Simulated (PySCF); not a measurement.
Bonds broken one at a time in the series ethynyl-X. Isolated molecules, 0 K electronic values unless said otherwise. One relaxed conformer stands for each flexible species; it need not be the lowest. Strings in code marks are SMILES.

A: radical fragment (`C#C[O]`)
B: radical fragment (`C#C[C]=O`)
C: radical fragment (`C=[CH]`)
D: radical fragment (`[SiH3]`)
E: radical fragment (`[SH]`)
F: whole molecule (`[SiH3]C#C`)

**Question.** Rank these by dipole moment (lowest first), as PBE-D3(BJ)/def2-TZVP (PySCF) gives it.

**Answer.** D (0.03 D), F (0.40 D), C (0.72 D), E (0.87 D), B (1.47 D), A (1.58 D)
